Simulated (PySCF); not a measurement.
# Telling isomers of C$_{4}$H$_{4}$N$_{2}$ apart by NMR

One computed conformer, equivalent nuclei averaged, gas phase, non-relativistic Hamiltonian. σ from GIAO-PBE0/pcSseg-1; coordinates at the PBE0-D3(BJ)/def2-SVP level; J: B3LYP/pcJ-1 (spin–dipole term left out of most H,H and C,H couplings); PySCF 2.14.

Shifts are taken against calculated references (same method and geometry level): ¹H (σ = 31.27 ppm) and ¹³C (σ = 184.41 ppm) against TMS. Multiplet labels drop J under 1 Hz and among equivalent protons, and merge close values. Unscaled 3J(H,H) run several per cent high. Shifts are as computed. Against solution values, carbons near 30 ppm lie about +2 ppm off and those near 130 ppm about +5 ppm (rms about the fit 1.9 ppm; single classes can miss by 10 ppm). Of 1328 compounds with measured shifts, 309 miss one by over three times the rms of a fit or turn the order of signals round; such compounds aren't used in these exercises. Signals without a measured value on file couldn't be tested in this way; 1H shifts scatter by 0.2 ppm about their fit, and single ones miss by 0.5 ppm. Across acyclic CH2–CH2 and CH–CH2 bonds, 3J(H,H) assumes equally populated rotamers.

(1) Tabulate the signals of `c1cncnc1`, `N#CCCC#N` and their relative energies.

(2) What is the quickest way to tell c1cncnc1 from N#CCCC#N?

Results:

(1) 
```json
{"SMILES": "c1cncnc1", "carbon types": "4×CH", "δC": "166.1, 162.8, 126.7", "δH": "9.42 (d, 1H), 8.82 (d, 2H), 7.13 (td, 1H)", "E rel. (kcal/mol)": "0.0"}
{"SMILES": "N#CCCC#N", "carbon types": "2×C 2×CH2", "δC": "121.3, 15.8", "δH": "2.35 (s, 4H)", "E rel. (kcal/mol)": "16.5"}
```

Energies are electronic energies at PBE0/pcSseg-1 on these geometries, without zero-point or thermal terms, each for the one conformer computed, which needn't be the lowest.

(2) Count the carbon signals: 3 against 2. The first has an aromatic CH between two ring heteroatoms at 166.1 ppm, the second a nitrile carbon (C) at 121.3 ppm. In the proton spectra the most deshielded non-exchanging signals are 9.42 (d, J = 1.6 Hz, 1H) and 2.35 (s, 4H).
